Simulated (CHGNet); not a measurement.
# bcc Fe

These are the machine-learned potential CHGNet-r²SCAN (trained on r²SCAN data) values and carry that method's errors.

Cell (relaxed at this level):

Fe has the cubic space group Im-3m (No. 229), the bcc (W type) structure, Pearson symbol cI2. Cell: a = 2.8685 Å, b = 2.8685 Å, c = 2.8685 Å, α = 90.00°, β = 90.00°, γ = 90.00°. Fe on 2a has 8 Fe at 2.484 Å and 6 Fe at 2.868 Å. (Neighbours: up to the widest gap in distance over summed covalent radii, below 1.35, at either atom.)
(The calculation used a cell of 1 atom; values per cell refer to that cell.)

For bcc Fe, the vacancy formation energy is 0.82 eV.

Measured, for comparison: vacancy formation energy 2 ± 0.2 eV (no zero-point or thermal correction, monovacancy, our sources range from 1.53 to 2.00; as tabulated in Nandi et al. (2010), arXiv:0904.3859). Computed (rounded) less measured: vacancy formation energy not scored (sources differ).

A machine-learned potential is trained on density-functional data: it inherits that level's misses and adds fitting errors of its own.

Note: the model gives imaginary modes for this phase (in the spectrum interpolated from a supercell); the model's elastic tensor is not positive definite here.
